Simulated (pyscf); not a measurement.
## Routes from H₂N–SiH₂–NH₂ + ammonia (NH₃)

Candidate steps break at most two bonds and form at most two. Each was searched with GFN2-xTB (tblite) first. Structures and frequencies: ωB97X-D3(BJ)/def2-SVP in PySCF. Energies: ωB97M-D3(BJ)/def2-TZVP, kcal/mol, from the separated reactants, singlet surface; ΔG‡ with ideal gas, 1 atm, RRHO with modes under 100 cm⁻¹ raised to 100, one conformer, R ln 2 for chiral ones without a mode under 150 cm⁻¹.

```tsv
products	type	ΔE‡	ΔE	ΔG‡ 298 K	ΔG‡ 900 K	ν‡ (cm⁻¹)
H₂N–SiH(NH₂)–NH₂ + H₂	four-centre exchange	28.8	-12.2	38.9	62.5	1370i
H₂N–SiH₂–NH₂ + NH₃	four-centre exchange	46.8	0.0	55.0	74.6	1239i
```

Row 1: On the reactant side the descent ends in an adduct with a N–Si contact, 7.6 kcal/mol over the separated species and 21.6 kcal/mol under the saddle at ωB97X-D3(BJ)/def2-TZVP. Row 2: On the reactant side the descent ends in a complex (not fully relaxed), 4.7 kcal/mol under the separated species and 52.8 kcal/mol under the saddle at ωB97X-D3(BJ)/def2-TZVP. On the product side the descent ends in a complex (not fully relaxed), 4.8 kcal/mol under the separated species and 52.9 kcal/mol under the saddle at ωB97X-D3(BJ)/def2-TZVP. 

Plain bond fissions and candidates not yet searched are not listed, and one of them may be faster. Each barrier is that of the saddle found; lower ones may exist.
